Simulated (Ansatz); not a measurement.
Species: HS (charge 0, doublet). SMILES: [SH]
Structure (B3LYP-D3(BJ)/def2-TZVP (Ansatz, an electronic-structure program) minimum search):
```
S
H 1 1.3473
```
Charge 0, spin multiplicity 2.

Atomisation energy built up term by term with Ansatz (kcal/mol; UHF references for open shells; valence terms freeze the core; atomic spin-orbit terms are left out). CBS marks a two-point X^-3 extrapolation of the correlation energy; Hartree-Fock from the larger set (for Q and 5 zeta extrapolated as (X+1)exp(-9√X)).

```json
[
 {"term": "Hartree-Fock", "basis": "CBS(cc-pV(Q+d)Z,cc-pV(5+d)Z)", "kcal/mol": "61.11"},
 {"term": "CCSD correlation", "basis": "CBS(cc-pV(Q+d)Z,cc-pV(5+d)Z)", "kcal/mol": "25.27"},
 {"term": "(T)", "basis": "CBS(cc-pV(Q+d)Z,cc-pV(5+d)Z)", "kcal/mol": "1.12"},
 {"term": "CCSDT - CCSD(T)", "basis": "cc-pV(D+d)Z", "kcal/mol": "0.08"},
 {"term": "(Q)", "basis": "cc-pV(D+d)Z", "kcal/mol": "0.03"},
 {"term": "core correlation", "basis": "cc-pwCVTZ", "kcal/mol": "0.20"},
 {"term": "scalar relativity (X2C)", "basis": "cc-pVTZ-DK against cc-pVTZ", "kcal/mol": "-0.18"},
 {"term": "sum: De", "basis": "", "kcal/mol": "87.6"}
]
```

(T) makes 1.3 % of the CCSD(T) atomisation energy; under 5 % is typical of single-reference molecules.
